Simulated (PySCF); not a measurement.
# C5H7F: the cost of one run

Programs: PySCF 2.14.0, with density-fitted response routines of our own. Each step states its level of theory. These are calculated values for one molecule in the gas phase, unless marked as measured. Atoms are numbered from 0 throughout.

## 1. The starting structure

13 atoms, charge 0, multiplicity 1; geometry from: PBE0-D3(BJ)/def2-SVP.

Bonds of the start (Å): C0–C1 1.31, C1–C2 1.31, C2–C3 1.50, C3–C4 1.51, C3–F5 1.38, C0–H6 1.10, C0–H7 1.10, C2–H8 1.10, C3–H9 1.10, C4–H10 1.10, C4–H11 1.10, C4–H12 1.10.

## 2. Shielding tensors: HF/pcSseg-1

What the job is given:

```
{"job": {"kind": "nmr", "xc": "HF", "basis": "pcSseg-1", "pop": false}, "charge": 0, "multiplicity": 1}
C      2.731052    -0.337187    -0.358968
C      1.559466     0.026659     0.092146
C      0.379065     0.382932     0.532593
C     -0.838042     0.514076    -0.338114
C     -1.957351    -0.413965     0.078555
F     -1.301640     1.816224    -0.254981
H      3.461773     0.403077    -0.701762
H      3.019545    -1.392900    -0.404190
H      0.239986     0.595840     1.600821
H     -0.555081     0.330067    -1.388592
H     -2.235956    -0.228801     1.127039
H     -2.843297    -0.243744    -0.550661
H     -1.647091    -1.464113    -0.020980
```

Level: GIAO HF/pcSseg-1 NMR shielding, non-relativistic, gas phase.

On the command line:

```
OMP_NUM_THREADS=1 python probes_run.py task.json out
```

The driver reads the jobs from task.json and runs them one after another.

**Question.** How long does this first job take on 1 thread of Arm Neoverse V2, shared host, and how much memory does it need?

About 4 s, with a peak of 0.68 GiB.
